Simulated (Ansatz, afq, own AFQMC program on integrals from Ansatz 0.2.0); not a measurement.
# Where AFQMC and coupled cluster stand for BH₄, doublet

```xyz
5

B     0.0034   -0.0066   -0.0065
H     0.4181    0.8059    0.8041
H    -0.4209   -0.8143    0.8039
H    -0.4094    0.8021   -0.8220
H     0.3756   -0.7231   -0.7162
```

Basis 6-31G. Only valence electrons are correlated. AFQMC by an in-house program on the Cholesky factors that Ansatz 0.2.0 writes for its CCSD(T) run. The CISD trial takes its coefficients from CCSD amplitudes. Released means that phaseless walkers are propagated on without the constraint, phases kept. Error bars are statistical, one sigma.

Determinant: UHF, the one that the program's search chose, which needn't be the lowest solution. The geometry is a point of a scan.

Full CI on the same integrals is exact in this basis and with this determinant's frozen core.

- T1 diagnostic: 0.0130
- weight of the determinant in the CISD state: 0.942
- ⟨S²⟩ of the determinant: 0.762
- size of the correlated space: 7 electrons in 16 orbitals

Reference: full CI, correlation energy -2.536 eV. The released energy is read at 2.40 1/Eh (meV from the phaseless value at times in 1/Eh: -3.5 ± 1.5 at 0.24, -5.5 ± 1.4 at 0.51, -6.3 ± 1.6 at 0.99, -10.1 ± 1.5 at 1.62, -9.8 ± 1.9 at 2.40).

```json
{"level": "HF", "E − E(reference) (mEh)": "93.21", "share of correlation (%)": "0.00"}
{"level": "MP2", "E − E(reference) (mEh)": "24.69", "share of correlation (%)": "73.51"}
{"level": "CCSD", "E − E(reference) (mEh)": "2.08", "share of correlation (%)": "97.77"}
{"level": "CCSD(T)", "E − E(reference) (mEh)": "0.56", "share of correlation (%)": "99.40"}
{"level": "CCSDT", "E − E(reference) (mEh)": "0.06", "share of correlation (%)": "99.94"}
{"level": "CCSDT(Q)", "E − E(reference) (mEh)": "0.01", "share of correlation (%)": "99.99"}
{"level": "CCSDTQ", "E − E(reference) (mEh)": "0.00", "share of correlation (%)": "100.00"}
{"level": "ph-AFQMC/CISD", "E − E(reference) (mEh)": "0.38 ± 0.06", "share of correlation (%)": "99.59"}
{"level": "released AFQMC", "E − E(reference) (mEh)": "0.02 ± 0.07", "share of correlation (%)": "99.98"}
```

CCSDT and higher add their correlation energy to the determinant of the CCSD(T) run, since their own runs factorise the integrals more tightly (a shift of under 2 meV). A walk keeps the symmetry of its determinant, which the program's search chose and which needn't be the lowest solution, so a lower state of the same spin and another symmetry isn't excluded. Released energies are given only where the last usable release times agree within the noise; a slower fall can still hide under it.
